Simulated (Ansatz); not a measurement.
Compare A (`C#CC=O`) with its isomer B (`O=c1cc1`).

Calculated with Ansatz (gas phase, PBE0-D4/def2-TZVP geometries, no zero-point term in ΔE). CCSD(T)/CBS adds triple-zeta CCSD(T) − MP2 to the extrapolated MP2 energy (def2 sets, frozen cores). This one scheme is used for every species. Functionals use def2-TZVPP. B3LYP here is the variant with VWN-RPA as its local correlation; programs differ in this.

Which isomer does CCSD(T)/CBS put lower? Give the gap. (Estimate.)

Computed: A, by 6.3 kcal/mol.

Give E(B) − E(A) in kcal/mol with LDA (SPW92), PBE0-D4, CCSD(T)/def2-TZVPP, BLYP-D4, PBE-D4, r2SCAN-D4, B3LYP. (Estimate.)

Ansatz gave: LDA (SPW92) -3.9, PBE0-D4 -1.9, CCSD(T)/def2-TZVPP 6.8, BLYP-D4 6.6, PBE-D4 -0.2, r2SCAN-D4 0.0, B3LYP 4.8. The order is the other way round with LDA (SPW92), PBE0-D4, PBE-D4.

Does the order hold for the free energy at 298.15 K (harmonic terms from PBE0-D4)? (Best estimate.)

Computed: Yes: G(B) − G(A) = +7.5 kcal/mol.

Largest T1 diagnostic: 0.016.

From BLYP to BHLYP (50 % exact exchange), in def2-TZVPP and without D4, E(B) − E(A) moves by −3.4 kcal/mol. In def2-TZVPP, CCSD(T) changes the Hartree–Fock value by +2.0 kcal/mol (the triples alone add +0.0 kcal/mol) and MP2 by +1.2 kcal/mol.
